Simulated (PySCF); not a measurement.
**CN: frontier orbitals**

PBE at R = 1.169 Å; PySCF, no relativity, basis sets C pcseg-1, N pcseg-1. State: ²Σ⁺ (doublet), unpaired electrons σ ↑. Only the outer orbitals are listed, counted within each symmetry.

| spin | orbital | occ. | ε (eV) | on C (%) | main shells (%) |
| --- | --- | --- | --- | --- | --- |
| α | 3σ | 1 | -24.01 | 38 | 52 N s, 26 C s, 12 C p |
| α | 4σ | 1 | -12.16 | 57 | 44 C s, 24 N s, 19 N p |
| α | 5σ | 1 | -9.65 | 50 | 38 N p, 32 C p, 18 C s |
| α | 1π | 1 | -9.63 | 45 | 55 N p, 44 C p |
| α | 1π | 1 | -9.63 | 45 | 55 N p, 44 C p |
| α | 2π | 0 | -1.41 | 58 | 57 C p, 42 N p |
| α | 2π | 0 | -1.41 | 58 | 57 C p, 42 N p |
| β | 3σ | 1 | -23.54 | 37 | 54 N s, 24 C s, 12 C p |
| β | 4σ | 1 | -10.83 | 34 | 34 N p, 32 N s, 30 C s |
| β | 1π | 1 | -9.37 | 41 | 59 N p, 40 C p |
| β | 1π | 1 | -9.37 | 41 | 59 N p, 40 C p |
| β | 5σ | 0 | -7.60 | 75 | 39 C s, 36 C p, 23 N p |
| β | 2π | 0 | -0.78 | 62 | 62 C p, 38 N p |
| β | 2π | 0 | -0.78 | 62 | 62 C p, 38 N p |

Question: Which are the highest filled and the lowest empty level, where do they sit, and how wide is the gap?

Answer: Highest filled β 1π at -9.37 eV (in %: 59 N p, 40 C p); lowest empty β 5σ at -7.60 eV (in %: 39 C s, 36 C p, 23 N p); the gap at PBE is 1.77 eV.

The bond order (Mayer) is 3.08 and the ⟨S²⟩ is 0.755. The charge on C (Mulliken, basis-dependent) is 0.13, the charge on C (Löwdin, basis-dependent) is 0.04 and the dipole moment (positive dipole means C(−)N(+)) is -1.14 D. The polarisability along the bond is 24.3 bohr³. The polarisability across the bond is 12.2 bohr³.

The state was picked by a PBE0 search and need not be the measured ground state.
